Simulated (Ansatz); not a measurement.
# CF: the cost of one run

Method: the levels named in each step, in Ansatz 0.2.0.

**1. Starting point**

Bond lengths: C1–F2 1.134 Å.

Coordinates:

```xyz
2

C     0.0000    0.0000    0.0000
F     0.0000    0.0000    1.1338
```

**2. A rough first relaxation, PBE-D4/def2-SVP**

This run stands in another session on the same molecule. It ended at:

```xyz
2

C     0.0000    0.0000   -0.0183
F     0.0000    0.0000    1.1520
```

**3. Relaxation, HF/STO-3G**

input.yaml reads:

```yaml
crystal:
  periodic: [false, false, false]
  atoms:
    - { symbol: C, position_ang: [0.0, 0.0, -0.01825757] }
    - { symbol: F, position_ang: [0.0, 0.0, 1.15202757] }
total_charge: 1
basis:
  gaussian: { orbitals: STO-3G }
hamiltonian:
  xc: hf
relax:
  f_tol: 0.002
  max_steps: 150
```

Run with:

```console
$ ansatz run input.yaml --threads 1 --pin off --max-ram 2560MiB --backend cpu --events-out ev --progress --plain --runs-dir out
```

**Question.** How long does this run take on 1 thread of Intel Xeon at 2.50GHz (Skylake/Cascade Lake), shared host, and how much memory does it need?

About 1.3 s, with a peak of 0.083 GiB.
